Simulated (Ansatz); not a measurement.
# Ge–PH₂⁺, triplet: reading a ladder of total energies

Geometry: that of the Ge–PH2, quartet, kept fixed.

```xyz
4

Ge    0.0000    0.0000    0.8205
P     0.0000    0.0000   -1.7495
H     0.0000    1.0658   -2.6836
H     0.0000   -1.0658   -2.6836
```

Basis cc-pVTZ; Ansatz 0.2.0. Correlated methods freeze the noble-gas cores and the filled d shells of p-block atoms, which leaves 10 electrons in 86 orbitals. Prefix R: restricted or restricted open-shell reference; prefix U: unrestricted. No spin–orbit coupling is included, and no scalar relativity.

Full CI isn't at hand for all of this; UCCSDT(Q) serves as the reference, and is uncertain by about the last step of the cluster series.

Runs differ by some tens of microhartree through their thresholds and, for an open shell, their frozen cores, so steps under 0.03 kcal/mol mean nothing.

```csv
level,total energy (hartree)
UHF,-2417.019048
UMP2,-2417.203779
UCCSD,-2417.242550
UCCSD(T),-2417.251233
UCCSDT,-2417.252817
UCCSDT(Q),-2417.253228
```

Problem. What is the correlation energy at UCCSDT(Q), and what share of it do UMP2 and UCCSD recover?

Solution. E(corr) = -2417.253228 − (-2417.019048) = -0.234180 hartree = -6.372 eV. UMP2: -0.184731 / -0.234180 = 78.88 %. UCCSD: -0.223502 / -0.234180 = 95.44 %.

Problem. By how many kcal/mol does UCCSD(T) miss UCCSDT(Q) (1 hartree = 627.509 kcal/mol), and which steps make up the rest?

Solution. -2417.251233 − (-2417.253228) = 0.001995 hartree = 1.25 kcal/mol. Steps: UCCSDT − UCCSD(T) = -0.99, UCCSDT(Q) − UCCSDT = -0.26 kcal/mol. Differences between like states or geometries often cancel part of this.
